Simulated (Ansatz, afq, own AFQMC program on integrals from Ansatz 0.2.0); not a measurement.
AFQMC on a folder of integrals that Ansatz 0.2.0 wrote.

```yaml
crystal:
  periodic: [false, false, false]
  atoms:
    - {symbol: C, position_ang: [0.000000, 0.000000, 0.000000]}
    - {symbol: H, position_ang: [1.887874, 0.024001, -0.000403]}
    - {symbol: H, position_ang: [-0.964723, 1.622938, -0.004840]}
    - {symbol: H, position_ang: [-0.923151, -1.646939, 0.005243]}
basis:
  gaussian: {orbitals: cc-pVDZ}
total_charge: 1
magnetization: {spin_polarized: false}
correlation: {method: ccsd_t, electrons: outside_noble_gas, hamiltonian_folder: ham}
```

```sh
$ ansatz run in.yaml --threads 1 --pin off --events-out ev --progress --plain --max-ram 24576MiB --backend cuda --devices 0, --max-vram 18GiB
```

afq runs on the folder ham with

```
--method phaseless --trial cisd --walkers 4000 --populations 20 --least-time 60 --time-step 0.005 --steps-per-block 50 --equilibration-blocks 40 --max-blocks 4000 --target-error 0.00029 --factor-cut 1e-05 --seed 6771 --release-times 0.24,0.51,0.99,1.62,2.4 --release-step 0.03 --release-every 3 --taylor-order 6
```

Times are imaginary, in 1/Eh. The walk had a cap of 122 s. With eight or more populations the least sampling time is a fifth of least-time, and the error comes from their spread.

Output of the walk:

```
orbitals 28  electrons 3 3  factors 179 of 268
reference energy -38.83301035 Eh
CCSD correlation -0.19210122 Eh in 10 cycles, weight of the determinant in the CISD state 0.8272
energy of the start -39.025090 Eh
 block  time / (1/Eh)  mean weight  energy / Eh
     1     0.250  1.0000  -39.022951
     2     0.500  0.9999  -39.023735
     3     0.750  0.9998  -39.025036
     4     1.000  1.0000  -39.026079
     5     1.250  0.9998  -39.028025
     8     2.000  1.0001  -39.031061
    11     2.750  0.9999  -39.032187
    17     4.250  0.9999  -39.033304
    23     5.750  1.0003  -39.035241
    29     7.250  1.0000  -39.035504
    33     8.250  1.0000  -39.037142
    35     8.750  0.9998  -39.035122
    41    10.250  0.9999  -39.032776
    47    11.750  1.0000  -39.033400
    53    13.250  1.0001  -39.033341
    59    14.750  1.0002  -39.033712
    63    15.750  0.9999  -39.032698
    65    16.250  1.0000  -39.034758
    71    17.750  1.0001  -39.034679
    77    19.250  1.0000  -39.033315
    83    20.750  1.0001  -39.035283
    89    22.250  1.0004  -39.034395
error from the spread of 20 populations
released: time / (1/Eh)  energy / Eh  error  mean overlap
  0.24  -39.034876  0.000215  1.0013
  0.51  -39.035257  0.000169  0.9996
  0.99  -39.035952  0.000210  1.0008
  1.62  -39.036497  0.000241  0.9987
  2.40  -39.036728  0.000184  1.0070
energy -39.034122 +/- 0.000242 Eh
(rows thinned)
```

The run passed its tests (sampling time, drift between the halves within three errors, error under three times the target), which doesn't prove that it has relaxed. The second half of the sampling lies below the first by 1.8 errors of their difference, so the energy may still be moving and its error bar be too small.

Against this walk (error 6.6 meV) on the same determinant: CCSD(T) 6.8 meV lower (within the noise), CCSDT(Q) 92.4 meV lower, CCSDTQ 95.1 meV lower, full CI 96.6 meV lower. The error is statistical and leaves out the bias of the constraint. The released energies are still falling (meV from the phaseless value at times in 1/Eh: -21 ± 6 at 0.24, -31 ± 5 at 0.51, -50 ± 6 at 0.99, -65 ± 7 at 1.62, -71 ± 5 at 2.40), so they give no level; they do show a bias of the constraint, and the last of them that isn't too noisy lies 26 meV above full CI. Full CI is exact here, so the walk's 97 meV above it is the walk's own error: the bias of the constraint with this trial, or a walk that hasn't relaxed.

Cautions: constraint bias not in the error; restricted determinant unstable towards unrestricted (UHF 897 meV lower, ⟨S²⟩ 1.25); raised T1 diagnostic (T1 0.024, weight of the determinant 0.83, largest double 0.14).

The walk took 32 s on 1 × NVIDIA H100 80GB HBM3 with 2 threads of AMD EPYC 7R13 Processor (Zen 3) (shared host) (the card was shared). The log's last line is the phaseless energy.

CCSDT and higher add their correlation energy to the determinant of the CCSD(T) run, since their own runs factorise the integrals more tightly (a shift of under 2 meV). A walk keeps the symmetry of its determinant, which the program's search chose and which needn't be the lowest solution, so a lower state of the same spin and another symmetry isn't excluded.
